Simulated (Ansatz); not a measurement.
Predict the output of the script below (the Python package of Ansatz (0.2.0)).

The script, `run_bend.py`:
```python
"""Energy of C2H5NS against one bond angle."""

import ansatz as az
from ase import Atoms


def main() -> None:
    atoms = Atoms(["C", "C", "N", "S", "H", "H", "H", "H", "H"], positions=[
        (0.5766, 0.793, -0.3277),
        (-0.0543, -0.5142, -0.0612),
        (0.3301, -1.5777, -0.6628),
        (-1.2595, -0.6222, 1.1046),
        (0.9528, 1.2518, 0.5596),
        (-0.2511, 1.5226, -0.7177),
        (1.3471, 0.7643, -1.0859),
        (-0.1515, -2.3483, -0.2926),
        (-1.4017, 0.6843, 1.4664),
    ])

    # start the scan from a relaxed geometry
    first = (
        az.Crystal.molecule_from_ase(atoms).calculation()
        .basis(gaussian="def2-SVP")  # the orbital basis, by name
        .functional("r2scan0")
        .accuracy("medium")
        .relax(force_tolerance=0.02, max_steps=80)
    )
    atoms.positions = first.run().report["positions_ang"]

    rows = []
    for angle in [85, 95, 105, 115, 125, 140, 160]:
        bent = atoms.copy()
        bent.set_angle(1, 3, 8, angle, indices=[8])
        calculation = (
            az.Crystal.molecule_from_ase(bent).calculation()
            .basis(gaussian="def2-SVP")  # the orbital basis, by name
            .functional("r2scan0")
            .accuracy("medium")  # preset for grids and thresholds
        )
        rows.append((angle, calculation.run().report["free_energy_ev"]))
    floor = min(e for _, e in rows)
    for angle, e in rows:
        print(f"angle C1-S3-H8 = {angle:3d} deg   {1000 * (e - floor):9.1f} meV")


if __name__ == "__main__":
    main()
```

```console
$ python run_bend.py
angle C1-S3-H8 =  85 deg       135.9 meV
angle C1-S3-H8 =  95 deg         0.0 meV
angle C1-S3-H8 = 105 deg        34.0 meV
angle C1-S3-H8 = 115 deg       213.4 meV
angle C1-S3-H8 = 125 deg       514.1 meV
angle C1-S3-H8 = 140 deg      1136.3 meV
angle C1-S3-H8 = 160 deg      2079.0 meV
```

Reading the output:
- These settings explore the input space; basis and method may be short of convergence.
- The scan is rigid, and the energies are electronic, in a modest basis. The zero is the lowest point of the grid, which needn't be the minimum.
- Wall time of the script: 64 s on 1 thread of Arm Neoverse V2, on a shared host, peak memory 0.26 GiB.

(Lines on the test bed's own set-up are left out of the output.)
